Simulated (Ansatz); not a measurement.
**CH₅ClSi: vertical ionisation energy**

One table from this session's results is given with a row withheld; the runs are named, their logs left out.

Method: unrestricted cation, the program's frozen cores in correlated methods; program: Ansatz 0.2.0, Gaussian basis.

Levels to be run: UKS PBE-D4/def2-TZVPP; UKS r2SCAN-D4/def2-TZVPP; UKS PBE0-D4/def2-TZVPP; UKS B3LYP-D4/def2-TZVPP; UKS wB97X-V/def2-TZVPP; UKS wB97M-V/def2-TZVPP; UKS B2PLYP/def2-TZVPP; UHF-CCSD(T)/def2-TZVPP; UHF-CCSD(T)/def2-QZVPP; extrapolation to the limit; then −ε(HOMO) from the neutral's earlier runs with LDA (SPW92), PBE-D4, revPBE-D4, BLYP-D4, r2SCAN-D4, B97M-V, PBE0-D4, B3LYP-D4, r2SCANh-D4, r2SCAN0-D4, HSE06-D4, BHLYP-D4, CAM-B3LYP-D4, LC-ωPBE, ωB97X-V, ωB97M-V.

## The geometry

The geometry comes from an earlier relaxation with PBE0-D4 in a triple-zeta def2 set; it is a stationary point, not always the lowest conformer.

SMILES `C[SiH2]Cl`, 8 atoms, charge 0, spin multiplicity 1.

Atoms are counted from 1 here; the program's logs count them from 0.

Bond lengths: C1–Si2 1.857 Å, C1–H4 1.094 Å, C1–H5 1.092 Å, C1–H6 1.092 Å, Si2–Cl3 2.062 Å, Si2–H7 1.483 Å, Si2–H8 1.483 Å. Angles: Si2–C1–H4 110.0°, Si2–C1–H5 110.8°, Si2–C1–H6 110.8°, H4–C1–H5 108.4°, H4–C1–H6 108.4°, H5–C1–H6 108.5°, C1–Si2–Cl3 109.6°, C1–Si2–H7 111.5°, C1–Si2–H8 111.6°, Cl3–Si2–H7 107.2°, Cl3–Si2–H8 107.2°, H7–Si2–H8 109.5°.

The first run:

The input, in.yaml:

```yaml
crystal:
  periodic: [false, false, false]
  atoms:
    - {symbol: C, position_ang: [-0.612048, 0.785387, -0.172981]}
    - {symbol: Si, position_ang: [0.439656, -0.728789, 0.049345]}
    - {symbol: Cl, position_ang: [1.888048, -0.363915, 1.471107]}
    - {symbol: H, position_ang: [-1.381260, 0.598876, -0.927632]}
    - {symbol: H, position_ang: [-0.006517, 1.632718, -0.500579]}
    - {symbol: H, position_ang: [-1.105778, 1.054797, 0.762754]}
    - {symbol: H, position_ang: [1.139105, -1.095528, -1.206346]}
    - {symbol: H, position_ang: [-0.361217, -1.883555, 0.524323]}
basis:
  gaussian: {orbitals: def2-TZVPP}
total_charge: 1
magnetization: {spin_polarized: true, initial_magnetization: 1}
hamiltonian: {xc: pbe, dispersion: d4}
```

Command:

```sh
$ ansatz run in.yaml --threads 2 --pin off --events-out ev --progress --plain --max-ram 32768MiB --backend cpu
```

Among the steps run: Cation, UKS PBE-D4/def2-TZVPP; Cation, UKS r2SCAN-D4/def2-TZVPP; Cation, UKS PBE0-D4/def2-TZVPP; Cation, UKS B3LYP-D4/def2-TZVPP; Cation, UKS wB97X-V/def2-TZVPP; Cation, UKS wB97M-V/def2-TZVPP; Cation, UKS B2PLYP (frozen core)/def2-TZVPP; Cation, UHF-CCSD(T)/def2-TZVPP; Cation, UHF-CCSD(T)/def2-QZVPP.

One of the session's tables, all rows but one given; the rest of the session is left out.

For comparison, −ε(HOMO) of the neutral from earlier runs:

```
  functional  −ε(HOMO) (eV)
 LDA (SPW92)           7.45
      PBE-D4           7.39
   revPBE-D4           7.35
     BLYP-D4           7.25
   r2SCAN-D4           7.73
      B97M-V           7.84
     PBE0-D4           8.75
    B3LYP-D4           8.50
  r2SCANh-D4           8.23
  r2SCAN0-D4           8.97
    HSE06-D4           8.35
    BHLYP-D4           9.99
CAM-B3LYP-D4              ?
     LC-ωPBE          11.52
     ωB97X-V          11.16
     ωB97M-V          10.99
```

**Question.** Estimate the row for CAM-B3LYP-D4.

**Answer.** −ε(HOMO) (eV): 10.12. In the column «−ε(HOMO) (eV)» it lies between BHLYP-D4 (9.99) and ωB97M-V (10.99).
